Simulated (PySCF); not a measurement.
# Sulfur: a sound run and one with changed settings

Sound run: S [Ne] 3s2 3p4, S+ [Ne] 3s2 3p3. Calculation: PySCF 2.14, in pcseg-2; the non-relativistic Hamiltonian (point nucleus). In the sound run the correlated levels freeze [Ne]. The sound run starts from symmetry-adapted Hartree-Fock orbitals and uses a fine grid where one is needed.

Changed run: initial guess atom, at most 50 SCF cycles.

```csv
species,method,sound run (hartree),changed run (hartree),converged
S,UHF,-397.50176,-397.50176,yes
S,PBE,-397.94774,-397.94774,yes
S,CCSD(T),-397.63551,-397.63551,yes
S+,M06-L,-397.73191,-397.73191,yes
S+,MP2,-397.24793,-397.24793,yes
```

Here the plain start reaches the same solutions.
